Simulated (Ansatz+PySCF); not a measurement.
A calculation with Ansatz (development build ahead of 0.2.0).

```yaml
crystal:
  periodic: [false, false, false]
  atoms:
    - { symbol: F, position_ang: [0.0, 0.0, 0.0] }
    - { symbol: Na, position_ang: [1.11322, 1.48429, 3.21359] }
basis:
  gaussian: { orbitals: STO-3G }
magnetization:
  initial_magnetization: 2
hamiltonian:
  xc: hf
correlation:
  method: fci
  frozen_orbitals: { F: 1, Na: 1 }
```

The input is written out in the form of the current development build from the run's settings.

Results

| Property | Result |
| --- | --- |
| Converged | yes |
| Total energy | -257.69794 hartree |
| State | lowest triplet root, of any spatial symmetry |
